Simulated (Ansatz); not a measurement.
# F₂+ (doublet): small, medium and large basis sets

The task here is to estimate one member of a computed series from the others.

The runs use Ansatz 0.2.0, Gaussian basis; one geometry, several basis sets.

Plan: PBE0-D4/def2-SVP; ωB97M-V/def2-SVP; PBE0-D4/def2-QZVPP; ωB97M-V/def2-QZVPP; CCSD(T)/cc-pV(D+d)Z; CCSD(T)/cc-pV(T+d)Z; CCSD(T)/cc-pV(Q+d)Z; the functionals' def2-TZVPP values are taken from earlier runs.

## Structure used throughout

All runs share one geometry, relaxed beforehand with PBE0-D4 in a triple-zeta def2 set.

2 atoms, charge 1, spin multiplicity 2.

Atoms are counted from 1 here; the program's logs count them from 0.

Bond lengths: F1–F2 1.273 Å.

Geometry (Å):

```tsv
atom	x (Å)	y (Å)	z (Å)
F1	-0.54038	0.19648	-0.27296
F2	0.54038	-0.19648	0.27296
```

The first run:

in.yaml

```yaml
crystal:
  periodic: [false, false, false]
  atoms:
    - {symbol: F, position_ang: [-0.540375, 0.196483, -0.272958]}
    - {symbol: F, position_ang: [0.540375, -0.196483, 0.272958]}
basis:
  gaussian: {orbitals: def2-SVP}
total_charge: 1
magnetization: {spin_polarized: true, initial_magnetization: 1}
hamiltonian: {xc: pbe0, dispersion: d4}
output: {orbitals: {seedname: orbitals}}
```

Run with:

```
> ansatz run in.yaml --threads 2 --pin off --events-out ev --progress --plain --max-ram 32768MiB --backend cpu
```

Steps of the session up to this table: PBE0-D4 in def2-SVP; ωB97M-V in def2-SVP; PBE0-D4 in def2-QZVPP; ωB97M-V in def2-QZVPP.

One of the session's tables, all rows but one given; the rest of the session is left out.

It belongs to the step «Density functionals: the series». 

```
functional       basis  HOMO (eV)  LUMO (eV)
   PBE0-D4    def2-SVP     -24.17     -19.74
   PBE0-D4  def2-TZVPP     -23.90     -19.41
   PBE0-D4  def2-QZVPP     -23.88     -19.37
   ωB97M-V    def2-SVP          ?          ?
   ωB97M-V  def2-TZVPP     -26.45     -16.85
   ωB97M-V  def2-QZVPP     -26.43     -16.82
```

Estimate the missing values for ωB97M-V, def2-SVP.

The run gave: HOMO (eV): -26.70; LUMO (eV): -17.16. In the column «HOMO (eV)» it is the lowest.
